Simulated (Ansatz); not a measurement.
Compare A (`COC1CCCO1`) with its isomer B (`CC(C)(C)OC=O`).

Calculated with Ansatz (gas phase, PBE0-D4/def2-TZVP geometries, no zero-point term in ΔE). CCSD(T)/CBS is the MP2 limit (def2-TZVPP, def2-QZVPP) plus CCSD(T) − MP2 in def2-TZVPP, frozen cores. DFT in def2-TZVPP. Each species was taken in one conformer, which may not be the lowest.

Question: Which isomer does CCSD(T)/CBS put lower? Give the gap. (Best estimate.)

Answer: Ansatz gave: B, by 84.3 kJ/mol.

Question: Give E(B) − E(A) in kJ/mol with PBE-D4, HF/def2-TZVPP, PBE0-D4, BLYP-D4, r2SCAN-D4, MP2/def2-TZVPP, CCSD(T)/def2-SVP. (Estimate.)

Answer: Computed: PBE-D4 -87.5, HF/def2-TZVPP -81.5, PBE0-D4 -74.5, BLYP-D4 -104.3, r2SCAN-D4 -91.9, MP2/def2-TZVPP -88.4, CCSD(T)/def2-SVP -97.9. None reverses the order clearly.

Largest T1 diagnostic: 0.013.

From BLYP to BHLYP (50 % exact exchange), in def2-TZVPP and without D4, E(B) − E(A) moves by +23.5 kJ/mol. At CCSD(T), def2-SVP lies −13.6 kJ/mol from the extrapolated value and def2-TZVPP −0.2 kJ/mol.
